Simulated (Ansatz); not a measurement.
Process, species as SMILES: FCl (F-Cl) → F atom + Cl atom
B3LYP-D3(BJ)/def2-TZVP geometries, fixed; electronic energies without zero-point terms.
Largest species:
```
F
Cl 1 1.6409
```
Charge 0, spin multiplicity 1.

Basis-set convergence of the bond dissociation energy at PBE with Ansatz (an electronic-structure program). Cartesian d functions, on some or all atoms, in 6-31+G*, 6-311+G**; all else is spherical. Open shells are unrestricted. No added dispersion term, no relativity. Functions are those of the species that has most. Reference: the value in aug-cc-pV(5+d)Z, 72.55 kcal/mol, itself unsure by roughly 0.05 kcal/mol (its mean distance from pcseg-4, aug-pcseg-3, aug-cc-pV(Q+d)Z). Deviations are taken from unrounded values.

```
basis              functions  bond dissociation energy (kcal/mol)  minus reference (kcal/mol)
-----------------  ---------  -----------------------------------  --------------------------
cc-pV(D+d)Z               37                                67.33                       -5.21
6-31+G*                   42                                66.92                       -5.62
def2-SVPD                 50                                66.93                       -5.62
6-311+G**                 53                                63.47                       -9.07
6-311++G(2d,2p)           62                                68.43                       -4.12
cc-pV(T+d)Z               69                                71.83                       -0.72
6-311++G(3df,3pd)         86                                72.09                       -0.45
def2-TZVPD                86                                71.87                       -0.67
def2-TZVPPD               91                                71.90                       -0.64
cc-pV(Q+d)Z              119                                72.52                       -0.02
def2-QZVPPD              145                                72.31                       -0.23
cc-pV(5+d)Z              191                                72.50                       -0.04
```

The smallest set listed that lies within 1 kcal/mol of the reference with all its larger relatives (same family, alike in diffuse functions; a set with none counts only in the reference's own line) is cc-pV(T+d)Z (69 functions, -0.72 kcal/mol off). Inside, with no larger relative to test it: 6-311++G(3df,3pd).
